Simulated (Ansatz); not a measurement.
**One shape, several levels: quartet BSiH4**

Wanted: a comparison of 6 runs (UHF/STO-3G, U-r2SCAN/STO-3G, U-revPBE/STO-3G, U-wB97X/STO-3G, UMP2/STO-3G, UCCSDT(Q)/STO-3G) of quartet BSiH4. 

Program for the calculation: Ansatz 0.2.0.

54 further runs of the same task are left out: 1 that didn't finish, 53 set aside as unsound or not needed.

## (1) The structure to begin with

BSiH4 has 6 atoms, charge 0, and is taken as a quartet. As SMILES of the parent species, `[BH][SiH3]`. Geometry: relaxed at GFN2-xTB. That shape belongs to the parent species and isn't relaxed for this state.

Bond lengths: B1–Si2 1.908 Å, B1–H3 1.158 Å, Si2–H4 1.483 Å, Si2–H5 1.476 Å, Si2–H6 1.476 Å. Angles: B1–Si2–H4 119.8°, B1–Si2–H5 111.1°, B1–Si2–H6 111.7°, Si2–B1–H3 148.3°, H4–Si2–H5 103.5°, H4–Si2–H6 103.4°, H5–Si2–H6 106.3°.

## (2) The energy at UHF/STO-3G (run 1)

File run.yaml:

```yaml
crystal:
  periodic: [false, false, false]
  atoms:
    - symbol: B
      position_ang: [0.938510, -0.830080, 0.651420]
    - symbol: Si
      position_ang: [-0.268720, 0.378400, -0.198310]
    - symbol: H
      position_ang: [1.206890, -1.921260, 0.929580]
    - symbol: H
      position_ang: [-1.511470, -0.138420, -0.820190]
    - symbol: H
      position_ang: [0.392690, 1.102720, -1.300860]
    - symbol: H
      position_ang: [-0.757900, 1.408630, 0.738360]
basis:
  gaussian: {orbitals: STO-3G}
magnetization: {spin_polarized: true, initial_magnetization: 3}
hamiltonian: {xc: hf}
accuracy: high
```

Launch:

```console
ansatz run run.yaml --threads 1 --pin off --max-ram 2610MiB --events-out events.jsonl --progress --plain --runs-dir runs
```

Standard output:

```text
Warning: RAYON_NUM_THREADS=1 ignored (pool sized by the plan → 1); use --threads N
Functional definition: HF
  name "HF"
  exchange = exact_x
  correlation = 0
311 factors; integrals over basis functions are off by at most 2.2e-8 eV
mean field evaluation 1: about -8487.8079 eV, gradient 1.1e1 eV
mean field evaluation 2: about -8487.8247 eV, gradient 1.1e1 eV
mean field evaluation 4: about -8489.4950 eV, gradient 1.5e0 eV
mean field evaluation 8: about -8489.5990 eV, gradient 4.4e-3 eV
mean field -8489.59751801 eV, -311.9869543310 hartree, gradient 1.0e-7 eV, S^2 3.760854; 0 other end points of the search recorded, 0 dependent functions left out
reference -8489.59751801 eV, -311.9869543310 hartree; 13, 10 occupied and 5, 8 virtual orbitals, 311 factors
Total energy: -8489.59751801 eV, -311.9869543310 hartree
```

It took 0.18 s on 1 thread of Intel Xeon Platinum 8259CL at 2.50GHz (Skylake/Cascade Lake), shared host.

## (3) The energy at U-r2SCAN/STO-3G (run 2)

File run.yaml:

```yaml
basis:
  gaussian:
    orbitals: STO-3G
crystal:
  periodic: [false, false, false]
  atoms:
    - {symbol: B, position_ang: [0.938510, -0.830080, 0.651420]}
    - {symbol: Si, position_ang: [-0.268720, 0.378400, -0.198310]}
    - {symbol: H, position_ang: [1.206890, -1.921260, 0.929580]}
    - {symbol: H, position_ang: [-1.511470, -0.138420, -0.820190]}
    - {symbol: H, position_ang: [0.392690, 1.102720, -1.300860]}
    - {symbol: H, position_ang: [-0.757900, 1.408630, 0.738360]}
hamiltonian:
  xc: r2scan
magnetization:
  spin_polarized: true
  initial_magnetization: 3
accuracy: high
```

Launch:

```console
ansatz run run.yaml --threads 1 --pin off --max-ram 2610MiB --events-out events.jsonl --progress --plain --runs-dir runs
```

Standard output:

```text
Warning: RAYON_NUM_THREADS=1 ignored (pool sized by the plan → 1); use --threads N
Functional definition: r2SCAN
  name "r2SCAN"
  parameter k0 = 0.174
  parameter k1 = 0.065
  parameter a1 = 4.9479
  exchange = r2scan_x(k0 = k0, k1 = k1, a1 = a1)
  correlation = r2scan_c
311 factors; integrals over basis functions are off by at most 2.2e-8 eV
mean field evaluation 1: about -8507.4412 eV, gradient 1.4e1 eV
mean field evaluation 2: about -8505.7477 eV, gradient 1.7e1 eV
mean field evaluation 4: about -8509.0582 eV, gradient 5.9e-1 eV
mean field evaluation 8: about -8509.0130 eV, gradient 2.2e-2 eV
mean field evaluation 16: about -8509.0130 eV, gradient 3.6e-6 eV
mean field -8509.01299885 eV, -312.7004600917 hartree, gradient 9.6e-8 eV, S^2 3.757911; 0 other end points of the search recorded, 0 dependent functions left out
reference -8509.01299981 eV, -312.7004601270 hartree; 13, 10 occupied and 5, 8 virtual orbitals, 311 factors
Total energy: -8509.01299981 eV, -312.7004601270 hartree
```

It took 4.8 s on 1 thread of Intel Xeon Platinum 8259CL at 2.50GHz (Skylake/Cascade Lake), shared host; peak memory 0.24 GiB.

## (4) The energy at U-revPBE/STO-3G (run 3)

File input.yaml:

```yaml
crystal:
  periodic: [false, false, false]
  atoms:
    - symbol: B
      position_ang: [0.938510, -0.830080, 0.651420]
    - symbol: Si
      position_ang: [-0.268720, 0.378400, -0.198310]
    - symbol: H
      position_ang: [1.206890, -1.921260, 0.929580]
    - symbol: H
      position_ang: [-1.511470, -0.138420, -0.820190]
    - symbol: H
      position_ang: [0.392690, 1.102720, -1.300860]
    - symbol: H
      position_ang: [-0.757900, 1.408630, 0.738360]
basis:
  gaussian: {orbitals: STO-3G}
magnetization: {spin_polarized: true, initial_magnetization: 3}
hamiltonian: {xc: {name: revPBE}}
accuracy: high
```

Launch:

```console
ansatz run input.yaml --threads 1 --pin off --max-ram 2610MiB --events-out events.jsonl --progress --plain --runs-dir runs
```

Standard output:

```text
Warning: RAYON_NUM_THREADS=1 ignored (pool sized by the plan → 1); use --threads N
Functional definition: revPBE
  name "revPBE"
  parameter kappa = 1.245
  parameter beta = 0.06672455060314922
  exchange = pbe_x(kappa = kappa, mu = beta*pi^2/3)
  correlation = pbe_c(beta = beta)
311 factors; integrals over basis functions are off by at most 2.2e-8 eV
mean field evaluation 1: about -8506.4837 eV, gradient 1.5e1 eV
mean field evaluation 2: about -8502.6059 eV, gradient 2.2e1 eV
mean field evaluation 4: about -8508.2629 eV, gradient 1.3e0 eV
mean field evaluation 8: about -8508.2358 eV, gradient 4.2e-2 eV
mean field evaluation 16: about -8508.2358 eV, gradient 5.2e-6 eV
mean field -8508.23580907 eV, -312.6718988940 hartree, gradient 3.1e-8 eV, S^2 3.754368; 2 other end points of the search recorded, 0 dependent functions left out
reference -8508.23581149 eV, -312.6718989830 hartree; 13, 10 occupied and 5, 8 virtual orbitals, 311 factors
Total energy: -8508.23581149 eV, -312.6718989830 hartree
```

Wall time 3.6 s (1 thread of Intel Xeon Platinum 8259CL at 2.50GHz (Skylake/Cascade Lake), shared host); peak memory 0.14 GiB.

Runs 4 to 5 aren't shown in full; the table further down has their settings and results.

## (5) The energy at UCCSDT(Q)/STO-3G (run 6)

File job.yaml:

```yaml
crystal:
  periodic: [false, false, false]
  atoms:
    - symbol: B
      position_ang: [0.938510, -0.830080, 0.651420]
    - symbol: Si
      position_ang: [-0.268720, 0.378400, -0.198310]
    - symbol: H
      position_ang: [1.206890, -1.921260, 0.929580]
    - symbol: H
      position_ang: [-1.511470, -0.138420, -0.820190]
    - symbol: H
      position_ang: [0.392690, 1.102720, -1.300860]
    - symbol: H
      position_ang: [-0.757900, 1.408630, 0.738360]
basis:
  gaussian:
    orbitals: STO-3G
magnetization:
  spin_polarized: true
  initial_magnetization: 3
correlation:
  method: ccsdt_q
  frozen_orbitals: {B: 1, H: 0, Si: 5}
accuracy: high
scf:
  omitted_lower_state_checks: [cluster_reference, increment]
```

Launch:

```console
ansatz run job.yaml --threads 1 --pin off --max-ram 2610MiB --events-out events.jsonl --progress --plain --runs-dir runs
```

Standard output:

```text
Warning: RAYON_NUM_THREADS=1 ignored (pool sized by the plan → 1); use --threads N
[... 11 lines left out ...]
6 core orbitals not correlated: weight in the atoms' cores, before any rotation towards them, 0.999 or more for the frozen orbitals, at most 0.000 for the correlated occupied ones
[... 32 lines left out ...]
Total energy: -8491.96527347 eV, -312.0739677391 hartree
Checks for a lower state left out: cluster_reference, increment
```

Run time: 1.5 s. Hardware: 1 thread of Intel Xeon Platinum 8259CL at 2.50GHz (Skylake/Cascade Lake), shared host.

## (6) The series

| run | level | frozen core orbitals | energy (Eh) | ⟨S²⟩ | wall time |
| --- | --- | --- | --- | --- | --- |
| 1 | UHF/STO-3G | – | -311.986954 | 3.761 | 0.18 s |
| 2 | U-r2SCAN/STO-3G | – | -312.700460 | 3.758 | 4.8 s |
| 3 | U-revPBE/STO-3G | – | -312.671899 | 3.754 | 3.6 s |
| 4 | U-wB97X/STO-3G | – | -312.711551 | 3.753 | 14 s |
| 5 | UMP2/STO-3G | 6 | -312.041684 | 3.761 | 0.18 s |
| 6 | UCCSDT(Q)/STO-3G | 6 | -312.073968 | 3.761 | 1.5 s |

## (7) Outcome

| quantity | value |
| --- | --- |
| run 6: total energy | -312.07397 Eh |
| run 6: correlation energy (6 core orbitals frozen) | -87.0 mEh |
| run 6: ⟨S²⟩ of the reference determinant | 3.761 |
| run 6: T1 diagnostic | 0.019 |

In words: Below the UHF energy at the same shape and in the same basis (STO-3G): UMP2 -54.7 mEh; UCCSDT(Q) -87.0 mEh. Totals of different functionals can't be ranked against each other. In runs 1, 2, 3, 4, 5, 6 the basis is minimal, so the values are rough. All runs together took 24 s, the longest 14 s.
